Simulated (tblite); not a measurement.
# C6H6BF4: the cost of one run

Computed with tblite 0.8.0 and PySCF 2.14.0; each step states its level. No surroundings beyond the atoms listed, unless a continuum is named. Atoms count from 0, parts from 1.

### Step 1. Starting point

17 atoms, charge -1, multiplicity 1; geometry: rigid parts in contact. Parts: 1 = atoms 0–11, `c1ccccc1`, charge 0; 2 = atoms 12–16, `F[B-](F)(F)F`, charge -1.

### Step 2. Search for minima with GFN2-xTB

Job settings and geometry (Å):

```
{"job": {"kind": "dock", "xc": "GFN2-xTB", "basis": "xTB"}, "charge": -1, "multiplicity": 1, "parts": [{"atoms": "0-11", "charge": 0, "multiplicity": 1}, {"atoms": "12-16", "charge": -1, "multiplicity": 1}]}
C     -1.380267    -0.085122     0.066733
C     -0.606986    -1.217048     0.261057
C      0.773399    -1.131938     0.193742
C      1.380294     0.084859    -0.067830
C      0.606920     1.217135    -0.260253
C     -0.773353     1.131837    -0.193258
H     -2.457394    -0.150667     0.118227
H     -1.080739    -2.166558     0.464692
H      1.377505    -2.014868     0.345739
H      2.457507     0.150507    -0.122344
H      1.080477     2.167147    -0.462143
H     -1.377363     2.014715    -0.344361
F     -2.372602    -3.956557    -1.986013
B     -3.254691    -3.324645    -1.117347
F     -4.517589    -3.890489    -1.246797
F     -2.809009    -3.480481     0.189829
F     -3.319511    -1.971136    -1.426548
```

Method: GFN2-xTB search for minima from random contacts, gas phase.

Command:

```
$ OMP_NUM_THREADS=1 python cluster_run.py task.json out
```

The driver reads the jobs from task.json and runs them one after another.

**Question.** How long does this first job take on 1 thread of Arm Neoverse N1, shared host?

About 3.8 s.
